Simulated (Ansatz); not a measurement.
# C4H6ClF: up Jacob's ladder to CCSD(T)

The task here is to estimate one member of a computed series from the others.

Program: Ansatz 0.2.0, Gaussian basis. Level of theory: functionals in def2-TZVPP, the program's frozen cores in correlated methods. These are calculated values, not measurements.

Plan: PBE-D4, r2SCAN-D4, PBE0-D4, B3LYP-D4, ωB97X-V, ωB97M-V, B2PLYP; CCSD(T)/def2-TZVPP; MP2/def2-QZVPP; extrapolation to the limit.

## Structure used throughout

An earlier PBE0-D4 in a triple-zeta def2 set relaxation fixed the geometry.

12 atoms, charge 0, spin multiplicity 1.

Atoms are counted from 1 here; the program's logs count them from 0.

Bond lengths: C1–C2 1.476 Å, C1–H7 1.094 Å, C1–H8 1.094 Å, C1–H9 1.087 Å, C2–F3 1.351 Å, C2–C4 1.330 Å, C4–C5 1.485 Å, C4–Cl6 1.732 Å, C5–H10 1.093 Å, C5–H11 1.093 Å, C5–H12 1.089 Å. Angles: C2–C1–H7 110.0°, C2–C1–H8 109.9°, C2–C1–H9 111.1°, H7–C1–H8 107.5°, H7–C1–H9 109.1°, H8–C1–H9 109.1°, C1–C2–F3 112.2°, C1–C2–C4 130.5°, F3–C2–C4 117.3°, C2–C4–C5 125.6°, C2–C4–Cl6 119.3°, C5–C4–Cl6 115.1°, C4–C5–H10 110.5°, C4–C5–H11 110.5°, C4–C5–H12 110.5°, H10–C5–H11 107.5°, H10–C5–H12 108.9°, H11–C5–H12 108.9°.

The first run:

Input file in.yaml:

```yaml
crystal:
  periodic: [false, false, false]
  atoms:
    - {symbol: C, position_ang: [-0.688555, -0.907442, 1.601759]}
    - {symbol: C, position_ang: [-0.089905, -0.572549, 0.294486]}
    - {symbol: F, position_ang: [0.315408, -1.671224, -0.378609]}
    - {symbol: C, position_ang: [0.100366, 0.605653, -0.291486]}
    - {symbol: C, position_ang: [0.720672, 0.818994, -1.624106]}
    - {symbol: Cl, position_ang: [-0.399206, 2.049478, 0.525364]}
    - {symbol: H, position_ang: [0.040122, -1.437980, 2.221197]}
    - {symbol: H, position_ang: [-1.546133, -1.571199, 1.460263]}
    - {symbol: H, position_ang: [-1.014457, -0.011848, 2.124725]}
    - {symbol: H, position_ang: [1.609606, 1.449133, -1.536630]}
    - {symbol: H, position_ang: [0.022945, 1.327353, -2.294696]}
    - {symbol: H, position_ang: [1.006037, -0.133470, -2.068467]}
basis:
  gaussian: {orbitals: def2-TZVPP}
hamiltonian: {xc: pbe, dispersion: d4}
output: {forces: true, orbitals: {seedname: orbitals}}
```

On the command line:

```sh
ansatz run in.yaml --threads 4 --pin off --events-out ev --progress --plain --max-ram 10444MiB
```

Among the steps run: PBE-D4 (GGA); r2SCAN-D4 (meta-GGA); PBE0-D4 (hybrid); B3LYP-D4 (hybrid); ωB97X-V (range-separated); ωB97M-V (range-separated); B2PLYP (double hybrid); CCSD(T) in def2-TZVPP; MP2 in def2-QZVPP.

One table of the session follows, with a row left open; its other results are not shown here.

| method | atomisation energy (eV) |
| --- | --- |
| PBE-D4 | 51.414 |
| r2SCAN-D4 | 50.120 |
| PBE0-D4 | 50.387 |
| B3LYP-D4 | 49.781 |
| ωB97X-V | 49.880 |
| ωB97M-V | 49.997 |
| B2PLYP | 49.306 |
| HF/def2-TZVPP | ? |
| MP2/def2-TZVPP | 49.633 |
| CCSD/def2-TZVPP | 47.709 |
| CCSD(T)/def2-TZVPP | 48.543 |
| MP2/CBS | 50.835 |
| CCSD(T)/CBS | 49.744 |

Q: Estimate the row for HF/def2-TZVPP from the others.

**Answer.** atomisation energy (eV): 36.467. In the column «atomisation energy (eV)» it is the lowest.

Limits of these values: Free atoms (4 C, 1 F, 1 Cl, 6 H) were run apart at each level; the atomisation energy is their sum less the molecule, without zero-point or spin-orbit terms.
